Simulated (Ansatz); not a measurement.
Ge–AsH$_{2}$, quartet: the ladder up to RCCSDTQ

Geometry: a PBE0/def2-TZVP stationary point for this spin, not checked as a minimum. The doublet lies 1.3 eV lower here.

```xyz
4

Ge    0.0238    0.0000    1.3085
As   -0.0491    0.0000   -1.2267
H     0.9651    1.0935   -1.5596
H     0.9651   -1.0935   -1.5596
```

Basis cc-pVDZ; Ansatz 0.2.0. Only valence electrons are correlated (noble-gas cores and the filled d shells of p-block atoms frozen), which leaves 11 electrons in 36 orbitals. Prefix R: restricted or restricted open-shell reference. Active spaces: valence = (11e, 10o) chosen from the atoms' valence shells. No spin–orbit coupling is included, and no scalar relativity.

Full CI isn't at hand for all of this; RCCSDTQ serves as the reference, and is uncertain by about the last step of the cluster series.

For open shells CISD is restricted-active-space CI with the open shells as a complete middle space.

- UHF ⟨S²⟩: 3.783
- T1 diagnostic (RCCSD): 0.0257
- largest doubles amplitude (RCCSD): 0.068

From what is known of these methods and the diagnostics, rank them by the size of their error in total energy against RCCSDTQ in cc-pVDZ, smallest first (an estimate: the text doesn't fix the numbers).
A. NEVPT2 (valence space)
B. CISD
C. RCCSD(T)
D. RHF
E. RMP2

C (39 meV), B (586 meV), A (951 meV), E (1132 meV), D (5525 meV).

All errors are against RCCSDTQ in cc-pVDZ. Within each family the higher level lies nearer, as is usual though not guaranteed.

Natural occupations of CASSCF (valence space) about the gap: 1.974 1.967 1.962 1.003 1.000 0.999 0.039 0.037 0.028; effectively unpaired electrons, Σ n²(2−n)², 3.03.
